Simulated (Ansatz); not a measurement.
A calculation on hcp Zr returned lattice constant a 3.182 Å, lattice parameter c 5.120 Å.

For reference: lattice constant a 3.232 Å (measured, 293 K, no zero-point or thermal correction; as tabulated in Wikipedia's data pages); lattice parameter c 5.148 Å (measured, 293 K, no zero-point or thermal correction; as tabulated in Wikipedia's data pages).

Question: Which level of theory produced these numbers?
A) PBE0 (Ansatz (an electronic-structure program))
B) PBE-D3(BJ) (Ansatz)
C) r²SCAN+rVV10 (Ansatz)
D) LDA (Ansatz)

Answer: B, PBE-D3(BJ) (Ansatz)

The others give: PBE0 3.260 Å, 5.118 Å; r²SCAN+rVV10 3.234 Å, 5.142 Å; LDA 3.146 Å, 5.083 Å.

Unless a cell is named, each level is at its own relaxed cell (LDA 21.79, PBE-D3(BJ) 22.46, PBE0 23.54, r²SCAN+rVV10 23.28 Å³/atom).

Ansatz's density-functional and Hartree–Fock values are scalar-relativistic unless marked +SOC, with PAW data made under PBE.
